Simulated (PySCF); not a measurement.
# C3H2O (propiolaldehyde): levels of theory compared

We compute a comparison of 5 runs (HF/STO-3G, BP86/3-21G, B3LYP/6-31G*, PBE/6-31+G*, TPSS/def2-TZVP) of C3H2O (propiolaldehyde). The job is set up through a Python script.

The results are computed with PySCF 2.14.0.

## Step 1: Starting point

The species is C3H2O (6 atoms), meant as a singlet with charge 0. SMILES: `C#CC=O`. The coordinates come from a PBE0-D4/def2-TZVP relaxation.

Bond lengths: C1–C2 1.202 Å, C2–C3 1.444 Å, C3–O4 1.202 Å, C1–H5 1.066 Å, C3–H6 1.106 Å. Angles: C1–C2–C3 177.4°, C2–C3–O4 123.9°, C2–C1–H5 178.9°, C2–C3–H6 114.4°, O4–C3–H6 121.7°.

## Step 2: Energy and gradient at HF/STO-3G (run 1)

File input.py:

```python
import pyscf.grad
from pyscf import gto

mol = gto.M(
    atom='''
C   -0.362100   1.068300  -1.031800
C   -0.096200   0.205600  -0.238600
C    0.272800  -0.794900   0.734400
O   -0.319100  -1.829900   0.889400
H   -0.613300   1.822400  -1.741500
H    1.160000  -0.535700   1.342000
''',
    verbose=4,
    spin=0,
    basis='sto-3g',
    max_memory=1860,
)

myscf = mol.RHF()
myscf.conv_tol = 1e-10
myscf.kernel()
if not myscf.converged:
    myscf = myscf.newton().run(myscf.mo_coeff, myscf.mo_occ)

e_tot = myscf.e_tot
print('E(%s) = %.9f' % ('HF', e_tot))
grad = myscf.Gradients().kernel()
myscf.analyze()
```

Run with:

```
$ OMP_NUM_THREADS=1 python input.py
```

Log:

```text
PySCF version 2.14.0

[... 82 lines left out ...]
Two-electron Energy =                  156.008290462209885
[... 7 lines left out ...]
MO #4   energy= -11.0167761203809  occ= 2
[... 5 lines left out ...]
MO #10  energy= -0.565562199872166 occ= 2
[... 5 lines left out ...]
MO #16  energy= 0.365652751065362  occ= 0
[... 5 lines left out ...]
MO #22  energy= 1.46245426958284   occ= 0
[... 31 lines left out ...]
Dipole moment(X, Y, Z, Debye):  0.68976,  1.53816, -0.39632
```

Wall time 2.2 s (1 thread of Intel Xeon at 2.50GHz (Skylake/Cascade Lake), shared host); peak memory 0.12 GiB.

## Step 3: Energy and gradient at BP86/3-21G (run 2)

File job.py:

```python
# C#CC=O
import pyscf.grad
from pyscf import gto, dft

system = gto.M(
    atom=[
    ('C', (-0.362100, 1.068300, -1.031800)),
    ('C', (-0.096200, 0.205600, -0.238600)),
    ('C', (0.272800, -0.794900, 0.734400)),
    ('O', (-0.319100, -1.829900, 0.889400)),
    ('H', (-0.613300, 1.822400, -1.741500)),
    ('H', (1.160000, -0.535700, 1.342000)),
],
    verbose=4,
    basis='3-21g',
    max_memory=1860,
)

mf = dft.RKS(system)
mf.xc = 'bp86'
mf.grids.level = 5
mf.conv_tol = 1e-10
mf.kernel()
if not mf.converged:
    mf = mf.newton().run(mf.mo_coeff, mf.mo_occ)

etot = mf.e_tot
print('E(%s) = %.9f' % ('BP86', etot))
grad = mf.Gradients().kernel()
mf.analyze()
```

Run with:

```
$ OMP_NUM_THREADS=1 python job.py
```

Log:

```text
PySCF version 2.14.0

[... 95 lines left out ...]
Total Energy =                        -189.586998950596580
[... 10 lines left out ...]
MO #4   energy= -9.88175527549015  occ= 2
[... 8 lines left out ...]
MO #13  energy= -0.279117814391529 occ= 2
[... 8 lines left out ...]
MO #22  energy= 0.483706373284369  occ= 0
[... 8 lines left out ...]
MO #31  energy= 0.970848778362097  occ= 0
[... 8 lines left out ...]
MO #40  energy= 2.99075078995131   occ= 0
[... 49 lines left out ...]
Dipole moment(X, Y, Z, Debye):  0.70014,  2.27113, -0.86356
```

Run time: 19 s. Hardware: 1 thread of Intel Xeon at 2.50GHz (Skylake/Cascade Lake), shared host; peak memory 0.44 GiB.

Runs 3 to 4 aren't shown in full; the table further down has their settings and results.

## Step 4: Energy and forces at TPSS/def2-TZVP (run 5)

File input.xyz:

```xyz
6

C     -0.362100     1.068300    -1.031800
C     -0.096200     0.205600    -0.238600
C      0.272800    -0.794900     0.734400
O     -0.319100    -1.829900     0.889400
H     -0.613300     1.822400    -1.741500
H      1.160000    -0.535700     1.342000
```

File job.py:

```python
from pyscf import gto, dft

mol = gto.Mole()
mol.atom = 'input.xyz'
mol.basis = 'def2-tzvp'
mol.spin = 0
mol.verbose = 3
mol.max_memory = 1860
mol.build()

calc0 = dft.RKS(mol, xc='tpss')
calc0.conv_tol = 1e-10
calc0.grids.level = 5
calc0.kernel()
if not calc0.converged:
    calc0 = calc0.newton().run(calc0.mo_coeff, calc0.mo_occ)

e_final = calc0.e_tot
print('Final energy', e_final)
grad = calc0.nuc_grad_method().kernel()
dip = calc0.dip_moment()
pop, q = calc0.mulliken_pop()
```

Run with:

```
$ OMP_NUM_THREADS=1 python job.py
```

Log:

```text
converged SCF energy = -190.755718787751
Final energy -190.7557187877511
[... 9 lines left out ...]
Dipole moment(X, Y, Z, Debye):  0.88164,  2.54817, -0.88488
[... 143 lines left out ...]
charge of    5H =      0.09119
```

Run time: 2.1 min. Hardware: 1 thread of Intel Xeon at 2.50GHz (Skylake/Cascade Lake), shared host; peak memory 1.5 GiB.

## Step 5: The series

```
run                               level  integration grid  energy (Eh)  dipole moment (D)  HOMO energy (eV)  LUMO energy (eV)  wall time
  1                           HF/STO-3G                 –  -187.081277               1.73             -9.36              6.19      2.2 s
  2                          BP86/3-21G                 5  -189.586999               2.53             -6.04             -2.78       19 s
  3  B3LYP/6-31G* (spherical functions)                 5  -190.641030               2.83             -7.55             -1.95       28 s
  4   PBE/6-31+G* (spherical functions)                 5  -190.426166               2.97             -6.49             -3.21       32 s
  5                      TPSS/def2-TZVP                 5  -190.755719               2.84             -6.59             -3.03    2.1 min
```

## Step 6: What came out

| quantity | value |
| --- | --- |
| run 5: total energy | -190.75572 Eh |
| run 5: dipole moment | 2.84 D |
| run 5: HOMO energy | -6.59 eV |
| run 5: LUMO energy | -3.03 eV |
| run 5: HOMO–LUMO gap | 3.57 eV |
| run 5: largest force on an atom | 1.219 eV/Å |

**Reading.** The dipole moment (its size) runs from 1.73 D (HF/STO-3G) to 2.97 D (PBE/6-31+G*). The two ends differ in method and basis. The HOMO–LUMO gap runs from 3.26 eV (BP86/3-21G) to 15.55 eV (HF/STO-3G). Totals of different functionals can't be ranked against each other. In run 1 the basis is minimal, so the values are rough. All runs together took 3.5 min, the longest 2.1 min.
